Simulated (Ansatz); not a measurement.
Solid iodine

These are PBE0+SOC (plane waves, PAW; Ansatz, a quantum-chemistry and plane-wave program) values and carry that method's errors.

Run with plane-wave cutoff 460 eV, 6×6×4 k mesh (along the axes of the cell as run), Fermi–Dirac smearing 0.01 eV, PAW data made under PBE.

Cell: measured lattice: a = 7.258 Å, b = 4.783 Å, c = 9.824 Å, α = 90.00°, β = 90.00°, γ = 90.00°.

```
Quantity                                                                      Value
-------------------------------------------  --------------------------------------
band gap                                     2.32 eV (on the SCF k mesh) (indirect)
smallest direct gap on the k points sampled                                 2.70 eV
Γ–Γ gap                                                                     2.71 eV
```

Note: cell and atoms aren't relaxed at this level (largest force component 0.11 eV/Å, pressure 0.2 GPa).
